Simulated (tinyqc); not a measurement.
Inside a calculation (part 1 of 2). Method: RHF in the sto-6g basis, for H2O, spin multiplicity 1. Computed by tinyqc, a small Python program that keeps every step (integrals from PySCF). Settings: charge = 0, multiplicity = 1, basis = sto-6g, energy threshold = 1e-08, iteration cap = 64, orthogonalisation = canonical, start = atomic densities, DIIS depth = 4, DIIS from iteration = 2, method = RHF. Command: `OMP_NUM_THREADS=1 python tinyqc.py 24358 24359 out.jsonl` (the two numbers bound the seeds that draw the settings). One thread of a shared host (Intel(R) Xeon(R) Processor @ 2.60GHz), about 0.1 s of CPU time with the checks. Later iterations appear only in the table of the cycle.

## One-electron integrals

Geometry (angstrom):

| atom | x | y | z |
|---|---|---|---|
| O | 0.000000 | 0.000000 | 0.000000 |
| H | 0.000000 | 0.862000 | 0.607000 |
| H | 0.000000 | -0.842000 | 0.593000 |

Basis sto-6g: exponents (1/bohr^2) and contraction coefficients of normalised primitives:

| element | l (shell) | exponent | coefficient |
|---|---|---|---|
| O | s (1) | 1355.584234 | 0.009164 |
| O | s (1) | 248.544885 | 0.049361 |
| O | s (1) | 69.533902 | 0.168538 |
| O | s (1) | 23.886772 | 0.370563 |
| O | s (1) | 9.275933 | 0.416492 |
| O | s (1) | 3.820341 | 0.130334 |
| O | s (2) | 52.187762 | -0.013253 |
| O | s (2) | 10.329320 | -0.046992 |
| O | s (2) | 3.210345 | -0.033785 |
| O | s (2) | 1.235135 | 0.250242 |
| O | s (2) | 0.536420 | 0.595117 |
| O | s (2) | 0.245881 | 0.240706 |
| O | p (3) | 52.187762 | 0.003760 |
| O | p (3) | 10.329320 | 0.037679 |
| O | p (3) | 3.210345 | 0.173897 |
| O | p (3) | 1.235135 | 0.418036 |
| O | p (3) | 0.536420 | 0.425860 |
| O | p (3) | 0.245881 | 0.101708 |
| H | s (1) | 35.523221 | 0.009164 |
| H | s (1) | 6.513144 | 0.049361 |
| H | s (1) | 1.822143 | 0.168538 |
| H | s (1) | 0.625955 | 0.370563 |
| H | s (1) | 0.243077 | 0.416492 |
| H | s (1) | 0.100112 | 0.130334 |

Overlap, kinetic and nuclear-attraction integrals over the contracted functions; the nuclear repulsion is the sum of Za Zb / Rab.

nuclear repulsion = 8.43669249 hartree

overlap S:
```
           1O 1s     1O 2s    1O 2px     1O 2py    1O 2pz     2H 1s      3H 1s
1O 1s   1.000000  0.231145  0.000000   0.000000  0.000000  0.044346   0.046911
1O 2s   0.231145  1.000000  0.000000   0.000000  0.000000  0.415526   0.430485
1O 2px  0.000000  0.000000  1.000000   0.000000  0.000000  0.000000   0.000000
1O 2py  0.000000  0.000000  0.000000   1.000000  0.000000  0.292230  -0.299671
1O 2pz  0.000000  0.000000  0.000000   0.000000  1.000000  0.205781   0.211051
2H 1s   0.044346  0.415526  0.000000   0.292230  0.205781  1.000000   0.190116
3H 1s   0.046911  0.430485  0.000000  -0.299671  0.211051  0.190116   1.000000
```

kinetic energy T (hartree):
```
            1O 1s      1O 2s    1O 2px     1O 2py    1O 2pz      2H 1s      3H 1s
1O 1s   29.327197  -0.896024  0.000000   0.000000  0.000000  -0.005118  -0.004604
1O 2s   -0.896024   0.842618  0.000000   0.000000  0.000000   0.085974   0.095596
1O 2px   0.000000   0.000000  2.531309   0.000000  0.000000   0.000000   0.000000
1O 2py   0.000000   0.000000  0.000000   2.531309  0.000000   0.174635  -0.187750
1O 2pz   0.000000   0.000000  0.000000   0.000000  2.531309   0.122974   0.132228
2H 1s   -0.005118   0.085974  0.000000   0.174635  0.122974   0.768522  -0.004515
3H 1s   -0.004604   0.095596  0.000000  -0.187750  0.132228  -0.004515   0.768522
```

nuclear attraction V (hartree):
```
             1O 1s       1O 2s     1O 2px      1O 2py      1O 2pz      2H 1s      3H 1s
1O 1s   -62.274084   -6.386071   0.000000    0.000530   -0.015964  -1.401480  -1.483416
1O 2s    -6.386071  -10.007981   0.000000    0.005287   -0.182236  -3.240980  -3.383104
1O 2px    0.000000    0.000000  -9.938765    0.000000    0.000000   0.000000   0.000000
1O 2py    0.000530    0.005287   0.000000  -10.076754    0.002735  -2.024073   2.097265
1O 2pz   -0.015964   -0.182236   0.000000    0.002735  -10.007199  -1.475752  -1.528143
2H 1s    -1.401480   -3.240980   0.000000   -2.024073   -1.475752  -5.465463  -1.166198
3H 1s    -1.483416   -3.383104   0.000000    2.097265   -1.528143  -1.166198  -5.547818
```

core Hamiltonian H = T + V (hartree):
```
             1O 1s      1O 2s     1O 2px     1O 2py     1O 2pz      2H 1s      3H 1s
1O 1s   -32.946887  -7.282095   0.000000   0.000530  -0.015964  -1.406598  -1.488020
1O 2s    -7.282095  -9.165363   0.000000   0.005287  -0.182236  -3.155006  -3.287508
1O 2px    0.000000   0.000000  -7.407456   0.000000   0.000000   0.000000   0.000000
1O 2py    0.000530   0.005287   0.000000  -7.545445   0.002735  -1.849437   1.909515
1O 2pz   -0.015964  -0.182236   0.000000   0.002735  -7.475890  -1.352778  -1.395915
2H 1s    -1.406598  -3.155006   0.000000  -1.849437  -1.352778  -4.696941  -1.170713
3H 1s    -1.488020  -3.287508   0.000000   1.909515  -1.395915  -1.170713  -4.779296
```

## Two-electron integrals

Functions are numbered as in S; the eight-fold symmetry (ij|kl) = (ji|kl) = (kl|ij) leaves the list below.

Two-electron integrals (ij|kl) in chemists' order, unique and non-zero (hartree):
```
(11|11) 4.787491    (21|11) 0.675884    (21|21) 0.121505    (22|11) 1.117379
(22|21) 0.249212    (22|22) 0.817383    (31|31) 0.025762    (32|31) 0.039145
(32|32) 0.180664    (33|11) 1.117381    (33|21) 0.249212    (33|22) 0.817382
(33|33) 0.880663    (41|41) 0.025762    (42|41) 0.039145    (42|42) 0.180664
(43|43) 0.047461    (44|11) 1.117381    (44|21) 0.249212    (44|22) 0.817382
(44|33) 0.785741    (44|44) 0.880663    (51|51) 0.025762    (52|51) 0.039145
(52|52) 0.180664    (53|53) 0.047461    (54|54) 0.047461    (55|11) 1.117381
(55|21) 0.249212    (55|22) 0.817382    (55|33) 0.785741    (55|44) 0.785741
(55|55) 0.880663    (61|11) 0.138197    (61|21) 0.023816    (61|22) 0.047791
(61|33) 0.047689    (61|41) 0.000954    (61|42) 0.001864    (61|44) 0.047894
(61|51) 0.000671    (61|52) 0.001313    (61|54) 0.000145    (61|55) 0.047790
(61|61) 0.004758    (62|11) 0.340686    (62|21) 0.077071    (62|22) 0.280477
(62|33) 0.275785    (62|41) 0.005052    (62|42) 0.037520    (62|44) 0.285195
(62|51) 0.003557    (62|52) 0.026420    (62|54) 0.006626    (62|55) 0.280451
(62|61) 0.015193    (62|62) 0.120502    (63|31) 0.008500    (63|32) 0.048056
(63|43) 0.007713    (63|53) 0.005431    (63|63) 0.016897    (64|11) 0.202984
(64|21) 0.046565    (64|22) 0.180736    (64|33) 0.172634    (64|41) 0.011161
(64|42) 0.070795    (64|44) 0.193997    (64|51) 0.001874    (64|52) 0.016012
(64|54) 0.009612    (64|55) 0.175578    (64|61) 0.009592    (64|62) 0.094405
(64|64) 0.090031    (65|11) 0.142936    (65|21) 0.032790    (65|22) 0.127270
(65|33) 0.121565    (65|41) 0.001874    (65|42) 0.016012    (65|44) 0.125745
(65|51) 0.009819    (65|52) 0.059332    (65|54) 0.010657    (65|55) 0.134500
(65|61) 0.006754    (65|62) 0.066478    (65|64) 0.051499    (65|65) 0.053162
(66|11) 0.489010    (66|21) 0.112685    (66|22) 0.469506    (66|33) 0.450906
(66|41) 0.009445    (66|42) 0.096322    (66|44) 0.488208    (66|51) 0.006651
(66|52) 0.067828    (66|54) 0.026267    (66|55) 0.469402    (66|61) 0.022434
(66|62) 0.257452    (66|64) 0.230166    (66|65) 0.162078    (66|66) 0.774999
(71|11) 0.146256    (71|21) 0.025201    (71|22) 0.050559    (71|33) 0.050450
(71|41) -0.001008   (71|42) -0.001969   (71|44) 0.050668    (71|51) 0.000710
(71|52) 0.001387    (71|54) -0.000154   (71|55) 0.050558    (71|61) 0.004954
(71|62) 0.015495    (71|64) 0.008928    (71|65) 0.006890    (71|66) 0.022582
(71|71) 0.005328    (72|11) 0.355737    (72|21) 0.080452    (72|22) 0.292187
(72|33) 0.287332    (72|41) -0.005266   (72|42) -0.038880   (72|44) 0.297068
(72|51) 0.003709    (72|52) 0.027382    (72|54) -0.006857   (72|55) 0.292161
(72|61) 0.015289    (72|62) 0.099649    (72|64) 0.054227    (72|65) 0.053305
(72|66) 0.171676    (72|71) 0.016776    (72|72) 0.129986    (73|31) 0.008935
(73|32) 0.050308    (73|43) -0.008018   (73|53) 0.005647    (73|63) 0.013526
(73|73) 0.018374    (74|11) -0.210074   (74|21) -0.048184   (74|22) -0.186650
(74|33) -0.178245   (74|41) 0.011698    (74|42) 0.073757    (74|44) -0.200417
(74|51) -0.001946   (74|52) -0.016515   (74|54) 0.009968    (74|55) -0.181288
(74|61) -0.008725   (74|62) -0.053544   (74|64) -0.016209   (74|65) -0.028051
(74|66) -0.083023   (74|71) -0.010506   (74|72) -0.100963   (74|74) 0.095947
(75|11) 0.147950    (75|21) 0.033935    (75|22) 0.131453    (75|33) 0.125534
(75|41) -0.001946   (75|42) -0.016515   (75|44) 0.129854    (75|51) 0.010305
(75|52) 0.061939    (75|54) -0.011061   (75|55) 0.138971    (75|61) 0.006745
(75|62) 0.052990    (75|64) 0.028204    (75|65) 0.041404    (75|66) 0.099575
(75|71) 0.007399    (75|72) 0.071105    (75|74) -0.054633   (75|75) 0.056851
(76|11) 0.116732    (76|21) 0.026651    (76|22) 0.104451    (76|33) 0.102195
(76|41) 0.000014    (76|42) 0.000157    (76|44) 0.104364    (76|51) 0.001971
(76|52) 0.017083    (76|54) 0.000038    (76|55) 0.106793    (76|61) 0.005189
(76|62) 0.043921    (76|64) 0.029892    (76|65) 0.027240    (76|66) 0.095973
(76|71) 0.005487    (76|72) 0.045416    (76|74) -0.030479   (76|75) 0.027973
(76|76) 0.019567    (77|11) 0.499247    (77|21) 0.115009    (77|22) 0.477728
(77|33) 0.458674    (77|41) -0.009764   (77|42) -0.098541   (77|44) 0.496883
(77|51) 0.006876    (77|52) 0.069400    (77|54) -0.026910   (77|55) 0.477626
(77|61) 0.021784    (77|62) 0.167567    (77|64) 0.082009    (77|65) 0.097844
(77|66) 0.307470    (77|71) 0.024231    (77|72) 0.269350    (77|74) -0.238853
(77|75) 0.168218    (77|76) 0.095973    (77|77) 0.774999
```

## Orthogonalisation

S = U s U^T; canonical form X = U s^(-1/2), so that X^T S X = 1. Each column of U has its largest component positive (the first on a tie).

eigenvalues of S: 0.397173  0.476618  0.892137  1.000000  1.088061  1.334019  1.811992

X:
```
                1          2          3         4          5          6          7
1O 1s   -0.314727  -0.037980   0.748527  0.000000  -0.612608   0.003652   0.169011
1O 2s    1.095413   0.104038  -0.282801  0.000000  -0.287644   0.006265   0.443767
1O 2px   0.000000   0.000000   0.000000  1.000000   0.000000   0.000000   0.000000
1O 2py  -0.101698   0.898935   0.001241  0.000000  -0.002915   0.676553  -0.008187
1O 2pz   0.479924   0.046189   0.651030  0.000000   0.650567   0.004244   0.194924
2H 1s   -0.598007  -0.863784  -0.170840  0.000000   0.138751   0.390122   0.373172
3H 1s   -0.787737   0.727673  -0.166151  0.000000   0.136163  -0.373664   0.386090
```

## Starting guess

The start is atomic minimal-basis densities projected into this basis (PySCF's MINAO start) and scaled to the electron count of each spin; this density is not idempotent, so its energy is not variational and may lie below the converged one.

D at the start:
```
            1O 1s      1O 2s    1O 2px     1O 2py     1O 2pz      2H 1s      3H 1s
1O 1s    2.138260  -0.480603  0.000000  -0.000320   0.013486  -0.013380  -0.013604
1O 2s   -0.480603   2.090814  0.000000   0.002288  -0.077580   0.045344   0.044733
1O 2px   0.000000   0.000000  1.307750   0.000000   0.000000   0.000000   0.000000
1O 2py  -0.000320   0.002288  0.000000   1.162174   0.001356   0.119774  -0.118782
1O 2pz   0.013486  -0.077580  0.000000   0.001356   1.245220   0.060488   0.059871
2H 1s   -0.013380   0.045344  0.000000   0.119774   0.060488   0.994752   0.058658
3H 1s   -0.013604   0.044733  0.000000  -0.118782   0.059871   0.058658   0.995810
```

## Iteration 1: building the Fock matrix

J_ij = sum D_kl (ij|kl), K_ij = sum D_kl (ik|jl); F = H + J - 0.5 K; E = tr D H + tr D J / 2 - 0.25 tr D K + E_nn.

Coulomb J (hartree):
```
            1O 1s      1O 2s    1O 2px     1O 2py     1O 2pz     2H 1s      3H 1s
1O 1s   17.260578   3.048584  0.000000  -0.000286   0.012266  0.602986   0.638052
1O 2s    3.048584   8.018107  0.000000  -0.002167   0.138736  2.775188   2.890766
1O 2px   0.000000   0.000000  7.980760   0.000000   0.000000  0.000000   0.000000
1O 2py  -0.000286  -0.002167  0.000000   8.055472  -0.000648  1.796991  -1.856021
1O 2pz   0.012266   0.138736  0.000000  -0.000648   8.018088  1.306648   1.349458
2H 1s    0.602986   2.775188  0.000000   1.796991   1.306648  4.882945   1.049833
3H 1s    0.638052   2.890766  0.000000  -1.856021   1.349458  1.049833   4.952042
```

exchange K (hartree):
```
            1O 1s      1O 2s    1O 2px     1O 2py     1O 2pz     2H 1s      3H 1s
1O 1s    9.944982   1.553665  0.000000  -0.000857   0.014735  0.348340   0.367941
1O 2s    1.553665   2.733480  0.000000  -0.005993   0.129948  1.161708   1.206519
1O 2px   0.000000   0.000000  1.711307   0.000000   0.000000  0.000000   0.000000
1O 2py  -0.000857  -0.005993  0.000000   1.831889  -0.002707  0.588654  -0.608775
1O 2pz   0.014735   0.129948  0.000000  -0.002707   1.771864  0.466700   0.479825
2H 1s    0.348340   1.161708  0.000000   0.588654   0.466700  1.329994   0.477997
3H 1s    0.367941   1.206519  0.000000  -0.608775   0.479825  0.477997   1.364790
```

Fock matrix F (hartree):
```
             1O 1s      1O 2s     1O 2px     1O 2py     1O 2pz      2H 1s      3H 1s
1O 1s   -20.658800  -5.010343   0.000000   0.000673  -0.011066  -0.977781  -1.033938
1O 2s    -5.010343  -2.513995   0.000000   0.006116  -0.108474  -0.960672  -1.000001
1O 2px    0.000000   0.000000  -0.282350   0.000000   0.000000   0.000000   0.000000
1O 2py    0.000673   0.006116   0.000000  -0.405917   0.003441  -0.346774   0.357882
1O 2pz   -0.011066  -0.108474   0.000000   0.003441  -0.343734  -0.279480  -0.286369
2H 1s    -0.977781  -0.960672   0.000000  -0.346774  -0.279480  -0.478992  -0.359879
3H 1s    -1.033938  -1.000001   0.000000   0.357882  -0.286369  -0.359879  -0.509649
```

total energy of this density = -76.01320798 hartree

This density is the starting one; it is not idempotent, so its energy is not variational and may lie below the converged one.

## Iteration 1: diagonalisation and new density

Diagonalise F' = X^T F X, C = X C', fill 5 alpha and 5 beta electrons from the bottom; D = 2 C_occ C_occ^T. Each column has its largest component positive (the first on a tie).

F' = X^T F X (hartree):
```
           1          2          3          4          5          6          7
1  -0.134801  -0.096837   1.938451   0.000000  -1.522393   0.008637   0.259354
2  -0.096837   0.503401   0.273429   0.000000  -0.229052  -0.026523   0.057279
3   1.938451   0.273429  -9.375261   0.000000   8.990761  -0.064791  -3.964185
4   0.000000   0.000000   0.000000  -0.282350   0.000000   0.000000   0.000000
5  -1.522393  -0.229052   8.990761   0.000000  -9.462584   0.068550   4.268606
6   0.008637  -0.026523  -0.064791   0.000000   0.068550  -0.589473  -0.029711
7   0.259354   0.057279  -3.964185   0.000000   4.268606  -0.029711  -3.118792
```

orbital energies (hartree): MO1 -20.662039, MO2 -1.430146, MO3 -0.589791, MO4 -0.410025, MO5 -0.282350, MO6 0.395124, MO7 0.519365

coefficients C:
```
              MO1        MO2        MO3        MO4       MO5        MO6        MO7
1O 1s    0.996667  -0.228636  -0.003049   0.074036  0.000000   0.115510   0.014231
1O 2s    0.015070   0.884341   0.017295  -0.406914  0.000000  -0.781969  -0.103916
1O 2px   0.000000   0.000000   0.000000   0.000000  1.000000   0.000000   0.000000
1O 2py  -0.000094  -0.004976   0.699021   0.009208  0.000000  -0.090805   0.882747
1O 2pz   0.001636   0.082179  -0.009676   0.830879  0.000000  -0.644006  -0.074831
2H 1s   -0.002488   0.132925   0.360257   0.254635  0.000000   0.847862  -0.715861
3H 1s   -0.002623   0.140041  -0.363072   0.243959  0.000000   0.684666   0.897302
```

D after iteration 1:
```
            1O 1s      1O 2s    1O 2px     1O 2py     1O 2pz      2H 1s      3H 1s
1O 1s    2.102220  -0.434702  0.000000  -0.000813   0.088771  -0.030236  -0.030929
1O 2s   -0.434702   1.896327  0.000000   0.007881  -0.531130   0.040259   0.036510
1O 2px   0.000000   0.000000  2.000000   0.000000   0.000000   0.000000   0.000000
1O 2py  -0.000813   0.007881  0.000000   0.977481   0.000956   0.507021  -0.504491
1O 2pz   0.088771  -0.531130  0.000000   0.000956   1.394418   0.438009   0.435434
2H 1s   -0.030236   0.040259  0.000000   0.507021   0.438009   0.424598  -0.100114
3H 1s   -0.030929   0.036510  0.000000  -0.504491   0.435434  -0.100114   0.421911
```

## Iteration 2: building the Fock matrix

As before.

Coulomb J (hartree):
```
            1O 1s      1O 2s    1O 2px     1O 2py     1O 2pz     2H 1s      3H 1s
1O 1s   17.583493   3.131567  0.000000  -0.000048  -0.009765  0.617772   0.653670
1O 2s    3.131567   8.271315  0.000000  -0.000719   0.012476  2.816099   2.933838
1O 2px   0.000000   0.000000  8.279776   0.000000   0.000000  0.000000   0.000000
1O 2py  -0.000048  -0.000719  0.000000   8.267141  -0.000692  1.807231  -1.866332
1O 2pz  -0.009765   0.012476  0.000000  -0.000692   8.267026  1.282111   1.324085
2H 1s    0.617772   2.816099  0.000000   1.807231   1.282111  4.800575   1.050635
3H 1s    0.653670   2.933838  0.000000  -1.866332   1.324085  1.050635   4.875454
```

exchange K (hartree):
```
            1O 1s      1O 2s    1O 2px     1O 2py     1O 2pz     2H 1s      3H 1s
1O 1s    9.812605   1.534999  0.000000  -0.000106   0.000489  0.325436   0.343809
1O 2s    1.534999   2.623238  0.000000  -0.001149  -0.120902  0.990498   1.027672
1O 2px   0.000000   0.000000  2.280905   0.000000   0.000000  0.000000   0.000000
1O 2py  -0.000106  -0.001149  0.000000   1.892337  -0.004406  0.647284  -0.660332
1O 2pz   0.000489  -0.120902  0.000000  -0.004406   2.039205  0.476017   0.484761
2H 1s    0.325436   0.990498  0.000000   0.647284   0.476017  1.062691   0.320371
3H 1s    0.343809   1.027672  0.000000  -0.660332   0.484761  0.320371   1.095682
```

Fock matrix F (hartree):
```
             1O 1s      1O 2s     1O 2px     1O 2py     1O 2pz      2H 1s      3H 1s
1O 1s   -20.269697  -4.918028   0.000000   0.000536  -0.025973  -0.951543  -1.006254
1O 2s    -4.918028  -2.205667   0.000000   0.005143  -0.109310  -0.834156  -0.867506
1O 2px    0.000000   0.000000  -0.268133   0.000000   0.000000   0.000000   0.000000
1O 2py    0.000536   0.005143   0.000000  -0.224472   0.004245  -0.365848   0.373349
1O 2pz   -0.025973  -0.109310   0.000000   0.004245  -0.228466  -0.308675  -0.314211
2H 1s    -0.951543  -0.834156   0.000000  -0.365848  -0.308675  -0.427711  -0.280264
3H 1s    -1.006254  -0.867506   0.000000   0.373349  -0.314211  -0.280264  -0.451683
```

total energy of this density = -75.62867741 hartree

## Iteration 2: diagonalisation and new density

As before.

F' = X^T F X (hartree):
```
           1          2          3          4          5          6          7
1   0.038718  -0.095246   1.907867   0.000000  -1.447527  -0.004663   0.344688
2  -0.095246   0.670078   0.269552   0.000000  -0.220334   0.105974   0.065330
3   1.907867   0.269552  -9.105823   0.000000   8.889875  -0.063473  -3.979578
4   0.000000   0.000000   0.000000  -0.268133   0.000000   0.000000   0.000000
5  -1.447527  -0.220334   8.889875   0.000000  -9.232222   0.066520   4.148559
6  -0.004663   0.105974  -0.063473   0.000000   0.066520  -0.531616  -0.029855
7   0.344688   0.065330  -3.979578   0.000000   4.148559  -0.029855  -2.905310
```

orbital energies (hartree): MO1 -20.273052, MO2 -1.146164, MO3 -0.540264, MO4 -0.343982, MO5 -0.268133, MO6 0.543453, MO7 0.693834

coefficients C:
```
              MO1        MO2        MO3        MO4       MO5        MO6        MO7
1O 1s    0.996599  -0.220158  -0.002776   0.098066  0.000000   0.114958   0.011689
1O 2s    0.015655   0.835680   0.016001  -0.527477  0.000000  -0.765554  -0.085276
1O 2px   0.000000   0.000000   0.000000   0.000000  1.000000   0.000000   0.000000
1O 2py  -0.000108  -0.005178   0.596463   0.002886  0.000000  -0.079749   0.956067
1O 2pz   0.002674   0.120498  -0.004956   0.769076  0.000000  -0.712211  -0.065411
2H 1s   -0.003225   0.167549   0.450554   0.304815  0.000000   0.801726  -0.690556
3H 1s   -0.003415   0.176025  -0.447950   0.295728  0.000000   0.683120   0.836128
```

D after iteration 2:
```
            1O 1s      1O 2s    1O 2px     1O 2py     1O 2pz      2H 1s      3H 1s
1O 1s    2.102606  -0.440304  0.000000  -0.000682   0.103140  -0.022922  -0.023825
1O 2s   -0.440304   1.954186  0.000000   0.007386  -0.610019  -0.027213  -0.032221
1O 2px   0.000000   0.000000  2.000000   0.000000   0.000000   0.000000   0.000000
1O 2py  -0.000682   0.007386  0.000000   0.711606  -0.002722   0.537502  -0.534486
1O 2pz   0.103140  -0.610019  0.000000  -0.002722   1.212059   0.504746   0.501718
2H 1s   -0.022922  -0.027213  0.000000   0.537502   0.504746   0.647988  -0.164359
3H 1s   -0.023825  -0.032221  0.000000  -0.534486   0.501718  -0.164359   0.638222
```
